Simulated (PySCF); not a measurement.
Consider ethylene carbonate, `O=C1OCCO1` (C3H4O3). Non-hydrogen atoms are numbered in `[O:1]=[C:2]1[O:3][CH2:4][CH2:5][O:6]1`. These are map numbers, not IUPAC locants.

Level of theory: ωB97X-D3(BJ)/def2-TZVP single points in PySCF, grid level 2; every species was optimised with PBE0-D3(BJ)/def2-SVP. Thermal corrections: PBE0-D3(BJ)/def2-SVP frequencies, unscaled, ideal gas at 298.15 K and 1 bar, quasi-RRHO entropy.

(1) Rank these of its sites by proton affinity, highest first.
A. O1 (carboxyl C=O oxygen)
B. O3 (ester-type oxygen)

(2) For O1 (carboxyl C=O oxygen), what are ΔE (electronic) and ΔG(298 K) of removing the proton again?

(3) Of those listed, which site of protonation is favoured in 1,4-dioxane (IEF-PCM), and by how much?

Answers

(1) A (826 kJ/mol), B (712 kJ/mol).

(2) ΔE = 854 and ΔG = 797 kJ/mol, beside ΔH = 826 kJ/mol. The protonated species is `[OH+]=C1OCCO1`.

(3) O1 (carboxyl C=O oxygen), by 102 kJ/mol over O3 (ester-type oxygen); the gas phase favours the same one.
